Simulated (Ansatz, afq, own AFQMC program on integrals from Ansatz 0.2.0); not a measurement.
**AFQMC, coupled cluster and functionals along a coordinate of BeGaH3, singlet**

```yaml
atoms:
  - { symbol: Ga, position_ang: [0.0000, 0.0000, 0.2735] }
  - { symbol: Be, position_ang: [0.0000, 0.0000, -1.9989] }
  - { symbol: H, position_ang: [0.0000, 1.3194, 1.1482] }
  - { symbol: H, position_ang: [0.0000, -1.3194, 1.1482] }
  - { symbol: H, position_ang: [0.0000, 0.0000, -3.3424] }
```

All coordinates are scaled about the centre. Energies in eV count from this geometry (1.000) at the same level; the start stands on RHF, each point on the determinant named.

Basis cc-pVDZ. Only valence electrons are correlated. AFQMC by an in-house program on the Cholesky factors that Ansatz 0.2.0 writes for its CCSD(T) run. The CISD trial takes its coefficients from CCSD amplitudes. Released means that phaseless walkers are propagated on without the constraint, phases kept. Uncertainties: one standard error, sampling alone. No spin–orbit coupling.

Cautions, each for one point or more: CCSDT(Q) on the UHF determinant differs, by its state or its frozen core; an unrestricted solution with more broken spin lies lower, while this determinant keeps restricted orbitals; higher spins were not checked; inner d shell frozen; no relativity below Rb; no spin-orbit coupling; raised T1 diagnostic; restricted determinant unstable towards unrestricted; strong correlation.

```tsv
scale of all distances	det.	T1	weight	⟨S²⟩	CCSD(T)	ph-AFQMC/CISD	released AFQMC	CCSDT(Q)	B2PLYP	B3LYP
0.894	RHF	0.009	0.91	pure	1.170	1.174 ± 0.007	1.175 ± 0.007	1.173	1.012	0.955
1.131	RHF	0.013	0.89	pure	0.741	0.736 ± 0.009	0.730 ± 0.008	0.733	0.838	0.819
1.309	UHF	0.021	0.85	0.00	3.188	3.206 ± 0.012	3.156 ± 0.016*	3.156	3.369	3.227
1.476	RHF	0.035	0.77	pure	5.533	5.511 ± 0.023	–	5.448	5.926§	5.568§
```

Weight is that of the determinant in the CISD state; at the start T1 is 0.010 and the weight 0.90. An asterisk marks released energies that aren't shown to be converged. A dash marks a missing value, a released energy that hasn't settled or a functional that sits on another state. § marks a functional whose ⟨S²⟩ is too high by over 0.1. Largest departures from CCSDT(Q), at the points where its series has closed: CCSD(T) 0.032 eV at 1.309 (on UHF), ph-AFQMC/CISD 0.050 eV at 1.309 (on UHF), released AFQMC -0.003 eV at 1.131 (on RHF) (within the noise), B2PLYP 0.213 eV at 1.309, B3LYP -0.218 eV at 0.894. Functionals count only at points shown to share the start's state and spin. In this small basis the wave-function levels are far from their limit, so their gap to the functionals isn't the functionals' error.

Some points may be missing: those where a free walk finds a much lower state, and past Zn most of those on another determinant than at the start.

A walk keeps the symmetry of its determinant, which the program's search chose and which needn't be the lowest solution, so a lower state of the same spin and another symmetry isn't excluded.
